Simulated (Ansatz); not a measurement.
Relaxation of CH$_{6}$NSi (9 atoms, charge 0, multiplicity 2), to a largest force component of 0.015 eV/Å in at most 40 steps.

Level of theory: UHF/def2-SVP (Ansatz).

```xyz
9
Properties=species:S:1:pos:R:3
C -0.643 0.758 -0.826
Si 0.753 0.123 0.074
N 0.251 -1.081 1.156
H -1.139 0.031 -1.402
H -0.381 1.564 -1.572
H -1.416 1.276 -0.157
H 1.751 -0.505 -0.841
H 1.136 -1.538 1.551
H -0.223 -0.675 2.000
```

Problem. Where does it end, and by what steps?

Solution. The run converged. After 7 steps the energy has fallen by 0.536 eV; N3 moved furthest, 0.18 Å.

| step | energy less start (eV) | largest force component (eV/Å) | accepted |
| --- | --- | --- | --- |
| 0 | 0.0000 | 4.050 | yes |
| 1 | -0.4285 | 1.358 | yes |
| 2 | -0.5182 | 0.251 | yes |
| 3 | -0.4502 | 0.800 | no |
| 4 | -0.5321 | 0.171 | yes |
| 5 | -0.5297 | 0.206 | no |
| 6 | -0.5353 | 0.037 | yes |
| 7 | -0.5356 | 0.012 | yes |

```xyz
9
Properties=species:S:1:pos:R:3
C -0.684 0.817 -0.854
Si 0.845 0.186 0.060
N 0.382 -0.995 1.241
H -1.210 -0.011 -1.336
H -0.403 1.542 -1.621
H -1.380 1.310 -0.171
H 1.785 -0.485 -0.877
H 1.066 -1.628 1.610
H -0.312 -0.784 1.932
```

Whether the end is a true minimum wasn't checked by a vibrational analysis.

Run time: 38 s on 1 thread of Intel(R) Xeon(R) Processor @ 2.50GHz (Skylake/Cascade Lake), on a shared host, peak memory 0.16 GiB.
